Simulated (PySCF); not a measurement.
**How methods differ on the ionisation energy of Cl**

Cl [Ne] 3s2 3p5 (2P) → Cl⁺ [Ne] 3s2 3p4 (3P), as a difference of total energies. Computed with PySCF 2.14 in def2-QZVPPD (10s7p5d2f1g, 79 functions), with no relativity, point nucleus. Correlated levels: valence and next inner shell: 1s2 frozen. The calculations carry no spin-orbit coupling.

```
                                method  ionisation energy (eV)
                                   UHF                  11.764
    MP2 (valence and next inner shell)                  12.857
SCS-MP2 (valence and next inner shell)                  12.868
   CCSD (valence and next inner shell)                  12.822
CCSD(T) (valence and next inner shell)                  12.879
```

How much does correlation contribute at CCSD(T) (valence and next inner shell)?

12.879 − (11.764) = 1.115 eV, measured against UHF.

Errors of the correlated levels include the incompleteness of this basis and the frozen core.

For comparison: 12.974 eV (measured; NIST levels, between the centres of gravity of the two terms).
